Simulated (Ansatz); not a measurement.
## Scan of HBAl, quartet

Starting geometry (PBE0/def2-TZVP stationary point for this spin, not checked as a minimum):

```xyz
3

B     0.0000    0.0000    0.2519
Al    0.0000    0.0000   -1.6889
H     0.0000    0.0000    1.4370
```

From there the angle named below is changed in its plane at fixed bond lengths, both arms turning rigidly about the middle atom; atoms are numbered as listed. Energies are in kcal/mol, counted from the starting geometry at the same level. Kohn–Sham curves are unrestricted where that lies lower.

Basis 6-31G; Ansatz 0.2.0. Only valence electrons are correlated (noble-gas cores frozen).

In so small a basis the reference is far from its limit while semilocal and hybrid functionals are nearer theirs (RPA and double hybrids share much of the reference's basis error), so the functionals' errors here hold much of the reference's basis and frozen-core error, which can add to them or hide them.

Full CI is exact within this basis and frozen core; it isn't the basis-set limit.

```tsv
angle Al2-B1-H3 (°)	full CI	SPW92	PBE	r2SCAN	PBE0	B3LYP	wB97M-V	B2PLYP	RPA-PBE
68.0	34.7	35.4	36.1	34.6	36.0	36.4	37.7	36.7	35.9
90.7	23.4	23.1	23.6	23.0	23.7	23.8	25.2	24.3	24.4
103.8	18.0	17.7	17.9	17.7	18.2	18.2	19.5	18.7	18.5
122.5	10.6	10.6	10.8	10.7	11.0	11.1	12.0	11.4	10.4
139.2	5.1	5.6	5.6	5.6	5.8	5.8	6.3	5.8	4.8
155.6	1.7	2.0	2.0	2.0	2.1	2.1	2.3	2.1	1.4
180.0	0.0	0.0	0.0	0.0	0.0	0.0	0.0	0.0	0.0
```
